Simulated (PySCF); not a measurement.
**The bond of SiH−, level by level**

The task here is to estimate one member of a computed series from the others.

Computed with PySCF 2.14.0. Level: Si def2-SVPD, H def2-SVPD, no relativity.

3 further runs of the same task are left out: 3 set aside as unsound or not needed.

Set-up of the first run:

The job is set up so:

```yaml
atoms: Si, H
charge: -1
basis: Si def2-SVPD, H def2-SVPD
Hamiltonian: no relativity
basis_functions: 32
electrons_treated: 16
masses_in_u: 27.9769, 1.0078
levels: PBE0, PBE, r²SCAN, M06-2X, revPBE, r²SCANh, HF, MP2, SCS-MP2, CCSD, CCSD(T)
grid: 80 radial by 434 angular points
occupations: held fixed by the projection of orbital angular momentum
dissociation_limit: Si− + H, each in its ground configuration
starting_distance_in_angstrom: 1.535
values_of_2S_to_try: 0, 2, 4
```

The run is started by

```bash
OMP_NUM_THREADS=1 python dia.py task.json out
```

Among the steps run: The job; PBE0 along the bond; PBE (GGA); r²SCAN; M06-2X (hybrid meta-GGA); revPBE; r²SCANh (hybrid meta-GGA); UHF (mean field); MP2 and coupled cluster.

One of the session's tables, all rows but one given; the rest of the session is left out.

Energy (eV) from each level's lowest point:

```
R (Å)    UHF  UHF-MP2  UHF-SCS-MP2  UHF-CCSD  UHF-CCSD(T)
1.350  0.376    0.379        0.389       n/a          n/a
1.413  0.161    0.164        0.171     0.178        0.183
1.476  0.043    0.045        0.050     0.055        0.058
1.523  0.005    0.006        0.009     0.011        0.013
1.570  0.000    0.000        0.000     0.000        0.000
1.617  0.022    0.020        0.018     0.015        0.013
1.680  0.083    0.079        0.072     0.065        0.062
1.758      ?        ?            ?         ?            ?
1.853  0.367    0.356        0.337     0.317        0.308
1.978  0.624    0.606        0.579       n/a          n/a
```

Estimate the missing values for R (Å) = 1.758.

Worked estimate for «UHF». A straight line through the neighbours (1.680, 0.083) and (1.853, 0.367) gives 0.083 + (0.367 − 0.083) × (1.758 − 1.680) / (1.853 − 1.680) = 0.211; a parabola fitted to 4 rows on both sides gives 0.200.

As computed: UHF: 0.196; UHF-MP2: 0.189; UHF-SCS-MP2: 0.177; UHF-CCSD: 0.165; UHF-CCSD(T): 0.159. In «UHF» the line misses by +0.015 and the parabola by +0.004.

Limits of these values: Lowest PBE0 solution found, without spin–orbit coupling: ³Σ⁻ (triplet), unpaired electrons π ↑↑. Warnings in the runs' records: inverted.
